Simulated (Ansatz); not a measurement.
Two isomers of C2H3NO: A = `NC#CO`, B = `N=C1CO1`.

Gas-phase electronic energies from Ansatz, PBE0-D4/def2-TZVP geometries. CCSD(T)/CBS is the MP2 limit (def2-TZVPP, def2-QZVPP) plus CCSD(T) − MP2 in def2-TZVPP, frozen cores. DFT in def2-TZVPP. Each species was taken in one conformer, which may not be the lowest.

A:

```xyz
7

N     1.013   -1.214   -0.160
C     0.132   -0.204    0.006
C    -0.603    0.742    0.086
O    -1.478    1.699    0.277
H     1.597   -1.402    0.641
H     0.621   -2.061   -0.542
H    -1.283    2.440   -0.309
```

B:

Z-matrix (Å, degrees):
```
C
C 1 1.439
O 1 1.480 2 54.1
H 1 1.086 2 120.5 3 99.2
H 1 1.086 2 120.4 3 -99.2
N 2 1.245 1 159.7 3 180.0
H 6 1.016 2 110.7 1 -0.0
```

Which is lower in electronic energy at CCSD(T)/CBS, and by how much? (Estimate.)

Computed: B, by 14.7 kcal/mol.

Give E(B) − E(A) in kcal/mol with CCSD/def2-TZVPP, B2PLYP, LDA (SPW92), ωB97M-V, CCSD(T)/def2-TZVPP, CCSD(T)/def2-SVP, BLYP-D4. (An estimate is asked.)

The calculation gave: CCSD/def2-TZVPP -15.1, B2PLYP -14.7, LDA (SPW92) -15.6, ωB97M-V -15.7, CCSD(T)/def2-TZVPP -16.3, CCSD(T)/def2-SVP -16.9, BLYP-D4 -15.8. None reverses the order clearly.

Does the order hold for the free energy at 298.15 K (harmonic terms from PBE0-D4)? (Estimate.)

Computed: Yes: G(B) − G(A) = -13.7 kcal/mol, for one conformer each.

Largest T1 diagnostic: 0.015.

Leaving LDA and LC-ωPBE aside and taking each functional with its dispersion term where it has one, the values, not all of them listed here, spread over 7.5 kcal/mol, from B97M-V to BHLYP-D4. LDA lies +2.6 kcal/mol from PBE without D4. From BLYP to BHLYP (50 % exact exchange), in def2-TZVPP and without D4, E(B) − E(A) moves by +2.4 kcal/mol.
